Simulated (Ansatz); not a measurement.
Reaction (atomization): `[AlH3-][PH3+]` → Al• + 6 H• + P•

Computed with Ansatz on PBE0-D4/def2-TZVP structures; ΔE is electronic, products minus reactants. CCSD(T)/CBS adds triple-zeta CCSD(T) − MP2 to the extrapolated MP2 energy (def2 sets, frozen cores). This one scheme is used for every species, atoms too. Functionals use def2-TZVPP. B3LYP here is the variant with VWN-RPA as its local correlation; programs differ in this. No spin–orbit coupling; open shells (•) take unrestricted orbitals. Spin–orbit coupling would lower the free atoms: a little for Al.

`[AlH3-][PH3+]`:

```xyz
8

Al    1.237    0.683   -0.290
P    -0.920   -0.507    0.215
H     0.601    1.876   -1.141
H     1.657    0.963    1.226
H     1.940   -0.523   -1.068
H    -0.882   -1.692    0.977
H    -1.711   -0.972   -0.855
H    -1.922    0.173    0.936
```

CCSD(T)/CBS gives +1977.0 kJ/mol.

(1) Another level gave +1968.7 kJ/mol. Which?
A. BLYP/def2-TZVPP
B. B3LYP/def2-TZVPP
C. CAM-B3LYP/def2-TZVPP
D. LDA (SPW92)/def2-TZVPP

(2) What do rigid-rotor, harmonic-oscillator terms from PBE0-D4/def2-TZVP frequencies (298.15 K, 1 bar) make of the CCSD(T)/CBS value? (Estimate.)

Largest T1 diagnostic among the species: 0.018.

Results:

(1) B. B3LYP 1968.7, LDA (SPW92) 2165.0, BLYP 1936.3, CAM-B3LYP 1980.6 kJ/mol.

(2) The calculation gave: ΔZPE = -121.7 kJ/mol, ΔH = +1887.0 kJ/mol, ΔS = 721 J/(mol·K), ΔG = +1672.1 kJ/mol. Open shells count their whole term as degenerate.

At CCSD(T), def2-SVP lies −138.0 kJ/mol from the extrapolated value and def2-TZVPP −50.8 kJ/mol: correlation converges slowly with the basis, and small sets miss more of it in the bonded molecule than in its fragments. Leaving LDA and LC-ωPBE aside and taking each functional with its dispersion term where it has one, the values, not all of them listed here, spread over 102.5 kJ/mol, from revPBE-D4 to B97M-V. LDA lies +241.9 kJ/mol from PBE without D4, its usual overbinding.

For atomizations the MP2-based limit and the directly extrapolated one differ by several kJ/mol either way, and by 10 to 25 for some Ge, Se and Sn compounds, so smaller differences from it don't rank the levels.
